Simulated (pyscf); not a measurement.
PySCF, gas phase, ωB97X-D3(BJ)/def2-SVP geometries.

Estimate the classical barrier height and the reaction energy of ethanol (H₃C–CH₂–OH) + silanol (HO–SiH₃) → H₃C–CH₂–O–SiH₃ + water (H₂O) at B3LYP-D3(BJ)/def2-TZVP. The step runs on the singlet surface, breaks C–O, H–O and forms C–O, H–O; take the separated reactants as zero.

ΔE‡ = 61.3 kcal/mol, ΔE = -0.4 kcal/mol. ωB97M-D3(BJ)/def2-TZVP gives 66.7 kcal/mol and +0.1 kcal/mol. Zero-point energy shifts the barrier by -1.3 kcal/mol. It is a four-centre exchange, with an imaginary mode of 701i cm⁻¹. On the reactant side the descent ends in a bound adduct (not fully relaxed), 8.0 kcal/mol under the separated species and 76.7 kcal/mol under the saddle at ωB97X-D3(BJ)/def2-TZVP. On the product side the descent ends in a complex, 5.3 kcal/mol under the separated species and 74.6 kcal/mol under the saddle at ωB97X-D3(BJ)/def2-TZVP. H₃C–CH₂–O–SiH₃ lies 18.1 kcal/mol over its isomer H₃C–CH₂–SiH₂–OH (electronic energy, ωB97M-D3(BJ)/def2-TZVP). One saddle was located; it need not be the lowest between these sides.
